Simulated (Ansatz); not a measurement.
**H8O4: geometry and frequencies**

Aim: geometry and frequencies, for H8O4, with the cost of each level.

Method: the levels named in each step, in Ansatz 0.2.0.

## Step 1: The starting structure

Bond lengths: O1–H5 0.958 Å, O1–H6 0.984 Å, O2–H7 0.984 Å, O2–H8 0.958 Å, O3–H9 0.984 Å, O3–H10 0.958 Å, O4–H11 0.984 Å, O4–H12 0.958 Å. Angles: H5–O1–H6 106.0°, H7–O2–H8 105.9°, H9–O3–H10 106.0°, H11–O4–H12 105.9°.

Coordinates:

```xyz
12

O    -0.7181   -0.5892    1.6603
O    -0.7302    1.7334    0.2983
O     0.7996    0.6129   -1.6138
O     0.6489   -1.7570   -0.3446
H    -0.2486   -0.4454    2.4831
H    -0.7921    0.2937    1.2328
H    -0.1548    1.4227   -0.4368
H    -1.5607    1.9873   -0.1070
H     0.7863   -0.2954   -1.2361
H     1.7214    0.8727   -1.6435
H     0.1675   -1.4190    0.4440
H     0.0774   -2.4177   -0.7386
```

## Step 2: A rough first relaxation, PBE-D4/def2-SVP

The input, input.yaml:

```yaml
crystal:
  periodic: [false, false, false]
  atoms:
    - { symbol: O, position_ang: [-0.7181, -0.58923, 1.66028] }
    - { symbol: O, position_ang: [-0.73019, 1.73337, 0.29827] }
    - { symbol: O, position_ang: [0.79962, 0.61288, -1.61381] }
    - { symbol: O, position_ang: [0.6489, -1.75696, -0.34461] }
    - { symbol: H, position_ang: [-0.24861, -0.44541, 2.48312] }
    - { symbol: H, position_ang: [-0.79208, 0.29374, 1.23283] }
    - { symbol: H, position_ang: [-0.15484, 1.42271, -0.43676] }
    - { symbol: H, position_ang: [-1.56069, 1.98732, -0.10698] }
    - { symbol: H, position_ang: [0.78632, -0.29541, -1.23612] }
    - { symbol: H, position_ang: [1.72145, 0.8727, -1.6435] }
    - { symbol: H, position_ang: [0.16751, -1.41904, 0.44398] }
    - { symbol: H, position_ang: [0.07735, -2.41766, -0.73863] }
basis:
  gaussian: { orbitals: def2-SVP }
hamiltonian:
  xc: pbe
  dispersion: d4
relax:
  f_tol: 0.03
  max_steps: 200
```

Launch:

```bash
$ ansatz run input.yaml --threads 4 --pin off --max-ram 10240MiB --backend cpu --events-out ev --progress --plain --runs-dir out
```

After this run come: Relaxation, PBE0-D4/def2-TZVPP; Frequencies, PBE0-D4/def2-TZVPP.

Q: Predict the outcome of this session. Wanted: O1–H5 at PBE0-D4/def2-TZVPP; O1–H6 at PBE0-D4/def2-TZVPP; frequencies at PBE0-D4/def2-TZVPP.

**Answer**, as computed:

```
                         quantity            value
      O1–H5 at PBE0-D4/def2-TZVPP          0.957 Å
      O1–H6 at PBE0-D4/def2-TZVPP          0.983 Å
frequencies at PBE0-D4/def2-TZVPP  53 to 3935 cm⁻¹
```

What this shows: No mode is imaginary, so the geometry is a minimum.
